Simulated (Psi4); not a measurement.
**HNO (nitroxyl) at 4 levels**

Wanted: a comparison of 4 runs (HF/STO-3G, B3LYP/6-31G*, HSE06/def2-TZVPPD, TPSSh/def2-TZVPPD) of HNO (nitroxyl). 

The results are computed with Psi4 1.11.

2 further runs of the same task are left out: 2 set aside as unsound or not needed.

## Step 1: Starting point

HNO: 3 atoms, total charge 0, spin state singlet. SMILES: `N=O`. The N1–H3 distance was set to 1.382 Å, away from the relaxed value.

Bond lengths: N1–O2 1.190 Å. A long bond or contact: N1–H3 1.382 Å.

## Step 2: The energy at HF/STO-3G (run 1)

hno.xyz

```xyz
3
HNO
N     -0.227324     0.619652    -0.050496
O      0.811676     0.704062     0.523164
H     -0.471600    -0.709980    -0.339350
```

job.py

```python
import psi4

psi4.set_memory(1600000000)
psi4.set_num_threads(1)
psi4.set_output_file('hno.out', False)

with open('hno.xyz') as f:
    atoms = ''.join(f.readlines()[2:])
geom = psi4.geometry('0 1\n' + atoms + 'symmetry c1\nno_reorient\nno_com')

options = {'reference': 'rhf', 'puream': True, 'e_convergence': 1e-09, 'd_convergence': 1e-08, 'scf_type': 'pk'}
psi4.set_options(options)

result, w = psi4.energy("hf/STO-3G", return_wfn=True)
psi4.oeprop(w, "WIBERG_LOWDIN_INDICES", "DIPOLE", "LOWDIN_CHARGES")
print('E =', round(result, 9))
```

The run is started by

```sh
python job.py
```

hno.out:

```text
[...]
  Running in c1 symmetry.
[...]
  Nuclear repulsion =   29.605711767497866
[...]
  Multiplicity = 1
[...]
  Nalpha       = 8
  Nbeta        = 8
[...]
    Number of basis functions: 11
[...]
   @RHF iter   1:  -127.98040567669931   -1.24252e+00   2.08257e-02 ADIIS/DIIS
[...]
   @RHF iter  11:  -128.01654140106314   -1.13687e-13   5.41340e-09 DIIS
[...]
    Orbital Energies [Eh]
    ---------------------
    Doubly Occupied:
       1A    -20.408292     2A    -15.502021     3A     -1.485684
       4A     -0.864513     5A     -0.629282     6A     -0.559626
       7A     -0.522110     8A     -0.304727
[...]
  @RHF Final Energy:  -128.01654140106314
   => Energetics <=
    Nuclear Repulsion Energy =             29.6057117674978656
    One-Electron Energy =                -234.6919973849253154
    Two-Electron Energy =                  77.0697442163643132
    Total Energy =                       -128.0165414010631366
[...]
 Multipole Moments:
 ------------------------------------------------------------------------------------
     Multipole            Electronic (a.u.)      Nuclear  (a.u.)        Total (a.u.)
 ------------------------------------------------------------------------------------
 L = 1.  Multiply by 2.5417464519 to convert [e a0] to [Debye]
 Dipole X            :         -8.3899383            8.3725072           -0.0174311
 Dipole Y            :        -17.8540368           17.4990151           -0.3550217
 Dipole Z            :         -6.6510448            6.5998496           -0.0511952
 Magnitude           :                                                    0.3591172
[...]
```

On the terminal:

```text
E = -128.016541401
```

Wall time 1 s (1 thread of Intel Xeon 6975P-C (Granite Rapids), shared host); peak memory 0.18 GiB.

## Step 3: The energy at B3LYP/6-31G(d) (Cartesian functions) (run 2)

hno.xyz is that of step 2.

run.py

```python
import psi4

psi4.set_memory(1600000000)
psi4.set_num_threads(1)
psi4.set_output_file('psi4.out', False)

with open('hno.xyz') as f:
    atoms = ''.join(f.readlines()[2:])
molecule = psi4.geometry('0 1\n' + atoms + 'symmetry c1\nno_reorient\nno_com')

options = {'reference': 'rks', 'puream': False, 'e_convergence': 1e-09, 'd_convergence': 1e-08, 'scf_type': 'pk', 'dft_radial_points': 99, 'dft_spherical_points': 590}
psi4.set_options(options)

result, w = psi4.energy("b3lyp/6-31G*", return_wfn=True)
print(f'b3lyp/6-31G* energy: {result:.10f} Eh')
```

The run is started by

```sh
python run.py
```

psi4.out:

```text
[...]
  Running in c1 symmetry.
[...]
  Nuclear repulsion =   29.605711767497866
[...]
  Multiplicity = 1
[...]
  Nalpha       = 8
  Nbeta        = 8
[...]
    Number of basis functions: 32
[...]
   @RKS iter   1:  -130.39182597852647   -3.63593e-01   1.05934e-02 DIIS/ADIIS
[...]
   @RKS iter  11:  -130.44499592770094   -1.42109e-13   2.05324e-09 DIIS
[...]
    Orbital Energies [Eh]
    ---------------------
    Doubly Occupied:
       1A    -19.263413     2A    -14.503612     3A     -1.206129
       4A     -0.690269     5A     -0.522733     6A     -0.484971
       7A     -0.471907     8A     -0.250205
[...]
  @RKS Final Energy:  -130.44499592770094
   => Energetics <=
    Nuclear Repulsion Energy =             29.6057117674978656
    One-Electron Energy =                -236.2181982710296495
    Two-Electron Energy =                  88.8226485095866707
    DFT Exchange-Correlation Energy =     -12.6551579337558326
    Empirical Dispersion Energy =           0.0000000000000000
    VV10 Nonlocal Energy =                  0.0000000000000000
    Total Energy =                       -130.4449959277009441
[...]
 Multipole Moments:
 ------------------------------------------------------------------------------------
     Multipole            Electronic (a.u.)      Nuclear  (a.u.)        Total (a.u.)
 ------------------------------------------------------------------------------------
 L = 1.  Multiply by 2.5417464519 to convert [e a0] to [Debye]
 Dipole X            :         -8.4578860            8.3725072           -0.0853788
 Dipole Y            :        -17.7445477           17.4990151           -0.2455326
 Dipole Z            :         -6.6750397            6.5998496           -0.0751901
 Magnitude           :                                                    0.2706092
[...]
```

On the terminal:

```text
b3lyp/6-31G* energy: -130.4449959277 Eh
```

Wall time 2.6 s (1 thread of Intel Xeon 6975P-C (Granite Rapids), shared host); peak memory 0.36 GiB.

Run 3 isn't shown in full; the table further down has it.

## Step 4: A single-point energy at TPSSh/def2-TZVPPD (run 4)

job.inp

```
memory 1600 MB

molecule system {
  0 1
  N     -0.42958010     1.17097257    -0.09542361
  O      1.53384534     1.33048435     0.98863668
  H     -0.89119484    -1.34166775    -0.64127856
  units bohr
  symmetry c1
  no_reorient
  no_com
}

set {
  basis                def2-TZVPPD
  puream               true
  e_convergence        1e-09
  d_convergence        1e-08
  scf_type             pk
  dft_radial_points    99
  dft_spherical_points 590
}

e, wfn = energy("tpssh", return_wfn=True)
oeprop(wfn, "MULLIKEN_CHARGES", "MAYER_INDICES", "QUADRUPOLE")
print_variables()
```

The run is started by

```sh
psi4 job.inp job.out -n 1
```

job.out:

```text
[...]
  Running in c1 symmetry.
[...]
  Nuclear repulsion =   29.605711818448846
[...]
  Multiplicity = 1
[...]
  Nalpha       = 8
  Nbeta        = 8
[...]
    Number of basis functions: 94
[...]
   @RKS iter   1:  -130.43915696229504   -3.31412e-01   4.30131e-03 DIIS/ADIIS
[...]
   @RKS iter  10:  -130.50710982479947   -2.42437e-11   8.91912e-09 DIIS
[...]
    Orbital Energies [Eh]
    ---------------------
    Doubly Occupied:
       1A    -19.164256     2A    -14.412970     3A     -1.179290
       4A     -0.676413     5A     -0.505911     6A     -0.472305
       7A     -0.455597     8A     -0.239099
[...]
  @RKS Final Energy:  -130.50710982479947
   => Energetics <=
    Nuclear Repulsion Energy =             29.6057118184488459
    One-Electron Energy =                -236.3087344624121329
    Two-Electron Energy =                  90.3648547288164252
    DFT Exchange-Correlation Energy =     -14.1689419096526024
    Empirical Dispersion Energy =           0.0000000000000000
    VV10 Nonlocal Energy =                  0.0000000000000000
    Total Energy =                       -130.5071098247994712
[...]
 Multipole Moments:
 ------------------------------------------------------------------------------------
     Multipole            Electronic (a.u.)      Nuclear  (a.u.)        Total (a.u.)
 ------------------------------------------------------------------------------------
 L = 1.  Multiply by 2.5417464519 to convert [e a0] to [Debye]
 Dipole X            :         -8.4476334            8.3725072           -0.0751262
 Dipole Y            :        -17.7294426           17.4990150           -0.2304276
 Dipole Z            :         -6.6677011            6.5998496           -0.0678515
 Magnitude           :                                                    0.2516836
 L = 2.  Multiply by 1.3450342976 to convert [e a0^2] to [Debye ang]
 Quadrupole XX       :        -29.9901954           20.9074539           -9.0827415
 Quadrupole XY       :        -13.8750050           14.0005595            0.1255545
[...]
  Mulliken Charges: (a.u.)
   Center  Symbol    Alpha    Beta     Spin     Total
       1     N     3.43800  3.43800  0.00000  0.12400
       2     O     4.08500  4.08500  0.00000 -0.17000
       3     H     0.47700  0.47700  0.00000  0.04600
   Total alpha =  8.00000, Total beta =  8.00000, Total charge =  0.00000
  Mayer Bond Indices:
[...]
```

Wall time 12 s (1 thread of Intel Xeon 6975P-C (Granite Rapids), shared host); peak memory 0.91 GiB.

## Step 5: Overview of the runs

```csv
run,level,Cartesian functions,integration grid,energy (Eh),dipole moment (D),HOMO energy (eV),LUMO energy (eV),wall time
1,HF/STO-3G,no,–,-128.016541,0.91,-8.29,6.06,1 s
2,B3LYP/6-31G* (Cartesian functions),yes,99 radial × 590 angular,-130.444996,0.69,-6.81,-3.08,2.6 s
3,HSE06/def2-TZVPPD,no,99 radial × 590 angular,-130.371921,0.78,-6.84,-3.45,16 s
4,TPSSh/def2-TZVPPD,no,99 radial × 590 angular,-130.507110,0.64,-6.51,-3.75,12 s
```

## Step 6: Summary of results

| quantity | value |
| --- | --- |
| run 4: total energy | -130.50711 Eh |
| run 4: dipole moment | 0.64 D |
| run 4: HOMO energy | -6.51 eV |
| run 4: LUMO energy | -3.75 eV |
| run 4: HOMO–LUMO gap | 2.76 eV |

What this shows: The dipole moment (its size) runs from 0.64 D (TPSSh/def2-TZVPPD) to 0.91 D (HF/STO-3G). The two ends differ in method and basis. The HOMO–LUMO gap runs from 2.76 eV (TPSSh/def2-TZVPPD) to 14.36 eV (HF/STO-3G). Totals of different functionals can't be ranked against each other. In run 1 the basis is minimal, so the values are rough. All runs together took 31 s, the longest 16 s.
